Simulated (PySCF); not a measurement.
**NH at M06-2X**

Level: M06-2X. H pcseg-2, N pcseg-2; no relativity (PySCF 2.14).

* state: ³Σ⁻ (triplet), unpaired electrons π ↑↑
* bond length: 103.5 pm
* harmonic wavenumber: 3305 cm⁻¹
* force constant: 6.05 mdyn/Å
* rotational constant Be: 16.73 cm⁻¹
* anharmonicity ωexe: 68.2 cm⁻¹
* vibration–rotation constant αe: 0.651 cm⁻¹
* well depth De to H + N: 3.59 eV
* dissociation energy D0: 3.39 eV
* bond order (Mayer): 0.98
* dipole moment (positive dipole means H(−)N(+)): -1.61 D

The state is the lowest determinant that a PBE0 search found; another state may lie lower at other levels.
